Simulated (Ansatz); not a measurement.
The input, for Ansatz 0.2.0:

```yaml
crystal:
  periodic: [false, false, false]
  atoms:
    - {symbol: As, position_ang: [0.000000, -0.028671, 0.000000]}
    - {symbol: H, position_ang: [0.000000, 1.065571, -1.064089]}
    - {symbol: H, position_ang: [0.000000, 1.065557, 1.064103]}
basis:
  gaussian: {orbitals: cc-pVDZ}
magnetization: {spin_polarized: false, initial_magnetization: 1}
hamiltonian: {xc: {name: PBE}, pseudopotentials: {relativity: scalar}}
correlation: {method: bccd, electrons: outside_noble_gas}
```

```sh
$ ansatz run in.yaml --threads 1 --pin off --events-out ev --progress --plain --max-ram 2393MiB
```

The program prints:

```
418 factors; integrals over basis functions are off by at most 7.1e-4 eV
mean field evaluation 1: about -61390.3177 eV, gradient 8.4e0 eV
mean field evaluation 2: about -61390.3149 eV, gradient 8.4e0 eV
mean field evaluation 4: about -61390.6034 eV, gradient 1.6e0 eV
mean field evaluation 8: about -61390.6160 eV, gradient 1.4e-3 eV
mean field -61390.61599266 eV, -2256.0635256760 hartree, gradient 7.8e-7 eV, S^2 0.750000; 0 other end points of the search recorded, 0 dependent functions left out
mean field evaluation 16: about -61353.5341 eV, gradient 5.6e0 eV
14 core orbitals not correlated: weight in the atoms' cores, before any rotation towards them, 0.999 or more for the frozen orbitals, at most 0.000 for the correlated occupied ones
reference -61353.39487575 eV, -2254.6956748592 hartree; 4, 3 occupied and 19, 20 virtual orbitals, 418 factors
second order -2.84623302 eV of doubles, -0.20631267 eV of singles
cycle   1  -3.48122427 eV  change   -4.3e-1 eV  update   4.7e-2
cycle   2  -3.62027543 eV  change   -1.4e-1 eV  update   1.6e-2
cycle   3  -3.63040883 eV  change   -1.0e-2 eV  update   4.4e-3
cycle   4  -3.63093045 eV  change   -5.2e-4 eV  update   1.7e-3
cycle   5  -3.63065296 eV  change    2.8e-4 eV  update   6.5e-4
cycle   6  -3.63067654 eV  change   -2.4e-5 eV  update   1.6e-4
cycle   7  -3.63070169 eV  change   -2.5e-5 eV  update   4.0e-5
cycle   8  -3.63069407 eV  change    7.6e-6 eV  update   1.5e-5
cycle   9  -3.63069565 eV  change   -1.6e-6 eV  update   5.9e-6
Total energy: -61357.02557140 eV, -2254.8291004634 hartree
Relativity: scalar
```

Ran on 1 thread of Intel Xeon, shared host: 2.7 s wall, 0.18 GiB peak host memory.
